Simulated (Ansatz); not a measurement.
A made-up structure of Si₂H₃F, singlet:

```
atom    x (Å)    y (Å)    z (Å)
  F1  -1.5381  -1.4743   0.8424
 Si2  -0.2397  -0.9596   0.0678
 Si3   0.1782   1.1623  -0.2381
  H4   0.8135  -0.0401  -0.6469
  H5   1.6001   1.2542  -0.6744
  H6  -0.0694   2.0033   0.9637
```

It is relaxed with PBE-D4/def2-SVP and then PBE0-D4/def2-TZVP (Ansatz 0.2.0). Atoms count as bonded within 1.22 times the sum of their covalent radii (H–H: 0.88 Å). The end point is not checked to be a true minimum.

(1) Does its bonding change? (Judge from chemistry; the calculation decides.)

Answers

(1) Computed: Yes. Formed: none; broken: Si2–H4.

Where it ends: The first stage lowers the energy by 4.76 eV in 28 steps. It ends as Si₂H₃F ([F][Si][SiH3]):
```tsv
atom	x (Å)	y (Å)	z (Å)
F1	-1.4154	-1.3831	0.8197
Si2	-1.0606	-0.9398	-0.6959
Si3	0.5450	0.7895	-0.0672
H4	1.6659	0.1813	0.7086
H5	1.1245	1.4875	-1.2498
H6	-0.1149	1.8102	0.7990
```

Labels in which every atom is bracketed show which atoms are joined, not bond orders.

For scale, one of the runs: PBE0-D4/def2-TZVP relaxation, 123 basis functions, launched by `ansatz run in.yaml --threads 2 --pin off --events-out ev --progress --plain --max-ram 4352MiB`. The run took about 15 s on 2 CPU threads of an Intel Xeon Platinum 8259CL (shared host).
